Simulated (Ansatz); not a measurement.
Ideal-gas functions of ClFHSi (`F[SiH]Cl`) radical at 600 K and 1 bar, from an Ansatz frequency run at PBE0-D4/def2-TZVP.

Molar mass 83.54 g/mol, point group C1 (symmetry number 1), electronic degeneracy 2, moments of inertia 21.659, 122.463, 141.253 u Å². Harmonic wavenumbers (cm⁻¹, unscaled): 238, 553, 696, 756, 894, 2170.

Use S(trans) = R[1.5 ln M + 2.5 ln T − 1.1517]; rotational temperatures θ = 24.2544 K / I; S(rot) = R[ln(√π/σ · √(T³/θAθBθC)) + 1.5]; for each mode x = 1.438777 ν̃/T, S = R[x/(eˣ − 1) − ln(1 − e⁻ˣ)] and H = RT x/(eˣ − 1); 1 cm⁻¹ = 0.0119627 kJ/mol; R = 8.31446 J/(mol·K).

By hand: the entropy, in J/(mol·K).

Translation 178.6. Rotation: θ = 1.1198, 0.1981, 0.1717 K, giving 110.6. Vibration, mode by mode: 13.09, 6.55, 4.96, 4.42, 3.40, 0.28, in all 32.7. Electronic 5.8. Sum 327.7 J/(mol·K).

By hand: H − E and G − E in kJ/mol, counted from the electronic energy.

Zero-point energy ½ × 5307 × 0.0119627 = 31.7; thermal vibration 11.4; translation, rotation and pV give 4 RT = 20.0. H − E = 63.1 kJ/mol, and G − E = 63.1 − 600 × 327.7/1000 = -133.5 kJ/mol.

Vibration gives 10 % of the entropy. The sum counts one conformer and one mirror image; others add a mixing term.
